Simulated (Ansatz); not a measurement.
Li2S, relaxed as a quintet with UKS PBE0-D4/def2-TZVP in Ansatz, starting from the PBE0-D4/def2-TZVP geometry of the neutral singlet. Force threshold 0.02 eV/Å.

In the quintet geometry the species has come apart into loosely held pieces. At PBE0-D4/def2-TZVP a singlet of charge 0 lies 5.97 eV below the quintet, each at its own geometry. The structure comes from a short search, and lower isomers may exist.

Start:

Cartesian coordinates in Å:
```
Li 1.863 0.268 -0.433
Li -1.761 0.110 0.786
S -0.102 -0.379 -0.352
```

(1) Estimate the energy that the relaxation releases and the steps that it takes.

(2) Does the start keep its bonding and symmetry?

(3) Predict the relaxed structure.

Results:

(1) 36.2 kcal/mol, in 11 steps; 8.5 s on 4 threads of Arm Neoverse V1 on a shared host. The force fell under the threshold at step 9, but the optimiser went on. No frequencies were taken in this run, so the end may be a saddle point.

(2) Bonds lost: Li1–S3, Li2–S3 (atoms count from 1). The end holds 3 separate pieces. Point group C2v at the start, D∞h at the end, both within 0.05 Å; within 0.015 Å the end is C∞v.

(3) 
```xyz
3

Li    3.1339    0.1425   -1.0480
Li   -3.1308   -0.1308    1.0588
S    -0.0031   -0.0116   -0.0108
```
Bond lengths (bridged metal pairs left out): .
